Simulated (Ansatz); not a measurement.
Input for Ansatz (development build ahead of 0.2.0):

```yaml
crystal:
  periodic: [false, false, false]
  atoms:
    - { symbol: B, position_ang: [0.0, 0.0, 0.0] }
    - { symbol: P, position_ang: [0.0, 0.0, 3.4] }
basis:
  gaussian: { orbitals: def2-SVP }
magnetization:
  spin_polarized: true
hamiltonian:
  xc: pbe0
scf:
  omitted_lower_state_checks: [starts, atomic_configurations, cluster_reference, orbital_swaps, given_window_search, neighbouring_geometries, increment]
output:
  forces: true
```

The input is written out in the form of the current development build from the run's settings.

The run gave:

| Property | Result |
| --- | --- |
| Converged | yes |
| Total energy | -365.59863 hartree |
| Spin squared of the determinant | 1.640 |
| Stability test | minimum |

Forces (eV/Å):
```tsv
atom	Fx	Fy	Fz
B1	0.000	0.000	0.779
P2	0.000	0.000	-0.779
```

Caution: another spin multiplicity may lie lower; the unrestricted determinant is a mixture of spin states.
